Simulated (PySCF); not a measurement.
Quadrupole coupling of hydrogen cyanide: levels of theory against gas-phase measurements

Values to reproduce (atoms as numbered below): 14N at N2: χzz = -4.7078 MHz [1].
[1] measured, gas; W. C. Bailey, Calculation of NQCC in Gaseous State Molecules (compilation of microwave values)

Compound: hydrogen cyanide, HCN.
Cartesian coordinates in Å at the GFN2-xTB level; atoms count from 1:
```xyz
3
HCN angstrom
C     -0.0226   -0.0016   -0.0039
N      1.1148    0.0201   -0.0109
H     -1.0807   -0.0211    0.0022
```

Question: How do the computed couplings compare?

Answer: PySCF, non-relativistic, all at one geometry, with Q(14N) = 0.02044 b:

```tsv
level	functions	14N N2 (MHz)	computed/reference − 1 (%)
B3LYP/pcJ-1	64	-5.216	+10.8
PBE0/pcSseg-1	39	-5.201	+10.5
```

Closest here is PBE0/pcSseg-1 (10.5 % unsigned error), furthest B3LYP/pcJ-1 (10.8 %); one molecule doesn't rank methods. Computed values are for fixed nuclei, while measured ones can include vibrational averaging. GFN2-xTB bond lengths can be off by several hundredths of an ångström, more for odd bonds, and the gradients follow them.
